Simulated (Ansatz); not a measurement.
# H7NSi2: the cost of one run

Program: Ansatz 0.2.0, Gaussian basis. Level of theory: PBE0-D4, def2-SVP first, then def2-TZVP. These are calculated values, not measurements.

114 further runs of the same task are left out: 114 set aside as unsound or not needed.

### Step 1. The system as given

The guess: 10 atoms, charge 0, spin multiplicity 1.

Atoms are counted from 1 here; the program's logs count them from 0.

Bond lengths: Si1–N2 1.997 Å, Si1–H3 1.686 Å, Si1–H4 1.482 Å, Si1–Si5 2.277 Å, N2–H3 1.259 Å, N2–H6 1.011 Å, N2–H7 1.009 Å, Si5–H8 1.473 Å, Si5–H9 1.473 Å, Si5–H10 1.469 Å. Angles: N2–Si1–H3 38.8°, N2–Si1–H4 94.7°, N2–Si1–Si5 108.5°, H3–Si1–H4 107.9°, H3–Si1–Si5 132.2°, H4–Si1–Si5 108.6°, Si1–N2–H3 57.1°, Si1–N2–H6 123.4°, Si1–N2–H7 120.4°, H3–N2–H6 121.1°, H3–N2–H7 114.8°, H6–N2–H7 110.4°, Si1–H3–N2 84.0°, Si1–Si5–H8 125.5°, Si1–Si5–H9 108.1°, Si1–Si5–H10 106.8°, H8–Si5–H9 103.6°, H8–Si5–H10 105.1° and more.

As a file:

```
Si   -0.70930   -0.71700    0.27400
N     1.14580   -1.36970   -0.07300
H     0.11960   -1.99220   -0.45450
H    -0.62990   -0.90130    1.74200
Si   -0.78600    1.51350   -0.17650
H     1.74660   -1.74590    0.64720
H     1.69790   -0.96870   -0.81670
H    -0.16530    2.57160    0.63820
H    -0.21400    1.72940   -1.51710
H    -2.20540    1.88030   -0.26360
```

Distances that are to change: N2–H3 1.26 Å, Si1–N2 2.00 Å, Si1–H3 1.69 Å.

### Step 2. Constrained relaxation of the guess

File hold/in.yaml:

```yaml
crystal:
  periodic: [false, false, false]
  atoms:
    - {symbol: Si, position_ang: [-0.709300, -0.717000, 0.274000]}
    - {symbol: N, position_ang: [1.145800, -1.369700, -0.073000]}
    - {symbol: H, position_ang: [0.119600, -1.992200, -0.454500]}
    - {symbol: H, position_ang: [-0.629900, -0.901300, 1.742000]}
    - {symbol: Si, position_ang: [-0.786000, 1.513500, -0.176500]}
    - {symbol: H, position_ang: [1.746600, -1.745900, 0.647200]}
    - {symbol: H, position_ang: [1.697900, -0.968700, -0.816700]}
    - {symbol: H, position_ang: [-0.165300, 2.571600, 0.638200]}
    - {symbol: H, position_ang: [-0.214000, 1.729400, -1.517100]}
    - {symbol: H, position_ang: [-2.205400, 1.880300, -0.263600]}
basis:
  gaussian: {orbitals: def2-SVP}
hamiltonian: {xc: pbe0, dispersion: d4}
relax: {f_tol: 0.04, max_steps: 150, escape_saddle: false, constraints: [{distance: [1, 2]}, {distance: [0, 1]}, {distance: [0, 2]}]}
```

Launch:

```sh
ansatz run in.yaml --threads 2 --pin off --events-out ev --progress --plain --max-ram 4352MiB
```

**Question.** How long does this run take on 2 threads of AMD EPYC 7R43, shared host?

About 9.5 s.
